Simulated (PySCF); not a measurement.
# CCSD(T)/STO-3G run of SiH3Cl (SMILES [SiH3]Cl)

Aim: a single-point energy of SiH3Cl. Input form: a Python script.

The calculation is run with PySCF 2.14.0.

## (1) The molecule

The species is SiH3Cl (5 atoms), meant as a singlet with charge 0. SMILES: `[SiH3]Cl`. The Si1–H3 distance was set to 1.777 Å, away from the relaxed value.

Bond lengths: Si1–Cl2 2.054 Å, Si1–H4 1.481 Å, Si1–H5 1.481 Å. Angles: Cl2–Si1–H4 108.5°, Cl2–Si1–H5 108.5°, H4–Si1–H5 110.4°. A long bond or contact: Si1–H3 1.777 Å.

## (2) A single-point energy at CCSD(T)/STO-3G

Contents of run.py:

```python
from pyscf import gto, scf, cc

molecule = gto.M(
    atom='''
Si     0.105437     0.226746    -0.477950
Cl     3.790970    -0.778777     0.203864
H     -1.796941    -0.922753     2.039203
H     -0.693350    -0.915215    -2.904358
H     -0.043473     3.017494    -0.617411
''',
    charge=0,
    unit='bohr',
    max_memory=1860,
    basis='sto-3g',
    verbose=4,
)

mf = scf.RHF(molecule)
mf.conv_tol = 1e-10
mf.kernel()
if not mf.converged:
    mf = mf.newton().run(mf.mo_coeff, mf.mo_occ)

mycc = cc.CCSD(mf, frozen=10)
mycc.kernel()
e_t = mycc.ccsd_t()
e_final = mycc.e_tot + e_t
print('Final energy', e_final)
```

Launch:

```sh
$ OMP_NUM_THREADS=1 python run.py
```

Q: Predict the results. Wanted: total energy; dipole moment; HOMO energy; LUMO energy; HOMO–LUMO gap; correlation energy; (T) correction; T1 diagnostic.

Computed results:

At CCSD(T)/STO-3G, 10 core orbitals frozen:

```
                                    quantity          value
                                total energy  -742.00570 Eh
        dipole moment (Hartree–Fock density)         2.78 D
         HOMO energy (Hartree–Fock orbitals)       -9.76 eV
         LUMO energy (Hartree–Fock orbitals)        8.73 eV
       HOMO–LUMO gap (Hartree–Fock orbitals)       18.50 eV
correlation energy (10 core orbitals frozen)      -78.3 mEh
                              (T) correction      -0.79 mEh
                               T1 diagnostic          0.005
```

In words: Mulliken charges of the mean-field density run from -0.39 on Cl2 to +0.75 on Si1; they depend strongly on the basis. The triples make up 1.0 % of the correlation energy.
